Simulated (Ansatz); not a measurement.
Input file:

```yaml
crystal:
  periodic: [false, false, false]
  atoms:
    - {symbol: Si, position_ang: [-0.036730, 0.003576, 0.594385]}
    - {symbol: N, position_ang: [0.001824, 0.011950, -1.107122]}
    - {symbol: H, position_ang: [0.544819, -1.247298, 1.123482]}
    - {symbol: H, position_ang: [0.627928, 1.151082, 1.141696]}
    - {symbol: H, position_ang: [-0.154089, -0.924950, -1.730632]}
    - {symbol: H, position_ang: [-0.020559, 0.755460, -1.711666]}
basis:
  gaussian: {orbitals: cc-pVDZ}
magnetization: {spin_polarized: false, initial_magnetization: 1}
correlation: {method: ccsdt_q, electrons: outside_noble_gas}
```

```sh
$ ansatz run in.yaml --threads 1 --pin off --events-out ev --progress --plain --max-ram 2393MiB
```

Output:

```
1014 factors; integrals over basis functions are off by at most 1.8e-7 eV
mean field evaluation 1: about -9404.0717 eV, gradient 2.7e1 eV
mean field evaluation 2: about -9404.1092 eV, gradient 2.7e1 eV
mean field evaluation 4: about -9406.0063 eV, gradient 2.9e0 eV
mean field evaluation 8: about -9406.0548 eV, gradient 1.5e-1 eV
mean field evaluation 16: about -9405.3679 eV, gradient 1.5e1 eV
mean field evaluation 32: about -9401.2317 eV, gradient 8.1e-2 eV
mean field -9406.05503243 eV, -345.6661467887 hartree, gradient 1.4e-6 eV, S^2 0.750000; 0 other end points of the search recorded, 0 dependent functions left out
6 core orbitals not correlated: weight in the atoms' cores, before any rotation towards them, 1.000 or more for the frozen orbitals, at most 0.000 for the correlated occupied ones
reference -9406.05503243 eV, -345.6661467887 hartree; 7, 6 occupied and 39, 40 virtual orbitals, 1014 factors
second order -7.16059359 eV of doubles, -0.02803583 eV of singles
cycle   1  -7.72701024 eV  change   -5.4e-1 eV  update   7.6e-2
cycle   2  -8.11137524 eV  change   -3.8e-1 eV  update   3.2e-2
cycle   3  -8.25770549 eV  change   -1.5e-1 eV  update   2.0e-2
cycle   4  -8.24584855 eV  change    1.2e-2 eV  update   8.3e-3
cycle   5  -8.24536605 eV  change    4.8e-4 eV  update   5.3e-3
cycle   6  -8.24797928 eV  change   -2.6e-3 eV  update   2.0e-3
cycle   7  -8.24768288 eV  change    3.0e-4 eV  update   9.0e-4
cycle   8  -8.24766494 eV  change    1.8e-5 eV  update   3.3e-4
cycle   9  -8.24782084 eV  change   -1.6e-4 eV  update   1.5e-4
cycle  10  -8.24778034 eV  change    4.0e-5 eV  update   8.3e-5
cycle  11  -8.24777941 eV  change    9.3e-7 eV  update   4.9e-5
cycle  12  -8.24778131 eV  change   -1.9e-6 eV  update   2.3e-5
cycle  13  -8.24780985 eV  change   -2.9e-5 eV  update   1.2e-5
cycle  14  -8.24781756 eV  change   -7.7e-6 eV  update   4.7e-6
cycle  15  -8.24781803 eV  change   -4.6e-7 eV  update   2.2e-6
cycle  16  -8.24781703 eV  change    1.0e-6 eV  update   1.1e-6
cycle  17  -8.24781616 eV  change    8.8e-7 eV  update   4.4e-7
perturbative correction -0.01517085 eV, -0.0005575183 hartree
Total energy: -9414.31801943 eV, -345.9698059603 hartree
```

For the same geometry and basis UCCSDT(Q) lies 1.0 meV lower.

Ran on 1 thread of Arm Neoverse V1, shared host: 2.5 min wall, 1.1 GiB peak host memory.
